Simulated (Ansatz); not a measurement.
# BH3Cl− (SMILES [H][B-]([H])([H])Cl): the energy, rung by rung

BH3Cl−: 5 atoms, total charge -1, spin state singlet. SMILES: `[H][B-]([H])([H])Cl`. The shape is that of a GFN2-xTB optimisation.

```xyz
5

B    -0.0013    0.0016   -0.1670
Cl    0.0136   -0.0211    1.7073
H     1.1523    0.0114   -0.5222
H    -0.5866    1.0057   -0.4970
H    -0.5780   -0.9976   -0.5211
```

Each level gives the energy change with the B1–H3 bond stretched from 1.207 to 1.811 Å (eV). The values are calculated.

```json
{"level": "HF/STO-3G (restricted)", "kind": "Hartree–Fock", "program": "Ansatz", "value (eV)": "3.06", "less CCSDT/STO-3G": "+0.70", "CPU time (all runs)": "0.44 s"}
{"level": "SVWN5/STO-3G (restricted)", "kind": "LDA", "program": "Ansatz", "value (eV)": "2.41", "less CCSDT/STO-3G": "+0.05", "CPU time (all runs)": "2.1 s"}
{"level": "revPBE/STO-3G (restricted)", "kind": "GGA", "program": "Ansatz", "value (eV)": "2.22", "less CCSDT/STO-3G": "-0.14", "CPU time (all runs)": "2.7 s"}
{"level": "r2SCAN/STO-3G (restricted)", "kind": "meta-GGA", "program": "Ansatz", "value (eV)": "2.43", "less CCSDT/STO-3G": "+0.07", "CPU time (all runs)": "5.2 s"}
{"level": "BHLYP/STO-3G (restricted)", "kind": "global hybrid", "program": "Ansatz", "value (eV)": "2.74", "less CCSDT/STO-3G": "+0.38", "CPU time (all runs)": "2.7 s"}
{"level": "HSE06/STO-3G (restricted)", "kind": "range-separated hybrid", "program": "Ansatz", "value (eV)": "2.54", "less CCSDT/STO-3G": "+0.18", "CPU time (all runs)": "3.5 s"}
{"level": "wB97M-V/STO-3G (restricted)", "kind": "range-separated hybrid", "program": "Ansatz", "value (eV)": "2.54", "less CCSDT/STO-3G": "+0.18", "CPU time (all runs)": "25 s"}
{"level": "RPA@PBE/STO-3G (restricted)", "kind": "RPA", "program": "Ansatz", "value (eV)": "2.25", "less CCSDT/STO-3G": "-0.11", "CPU time (all runs)": "3.3 s"}
{"level": "MP2/STO-3G (restricted)", "kind": "perturbation theory", "program": "Ansatz", "value (eV)": "2.64", "less CCSDT/STO-3G": "+0.28", "CPU time (all runs)": "0.49 s"}
{"level": "CCSDT/STO-3G (restricted)", "kind": "coupled cluster or CI", "program": "Ansatz", "value (eV)": "2.36", "less CCSDT/STO-3G": "0.00", "CPU time (all runs)": "1.1 s"}
```

Differences are taken from CCSDT/STO-3G (restricted) for orientation; it has basis-set and higher-order errors of its own. Sets without diffuse functions describe the anion poorly. The first shape isn't each level's own minimum. The values span 2.22 to 3.06 eV. All rows use very small basis sets, so even the best lies far from the true value. Times are those of the runs behind each value, whatever else they computed, on shared processors of several kinds: orders of magnitude only.
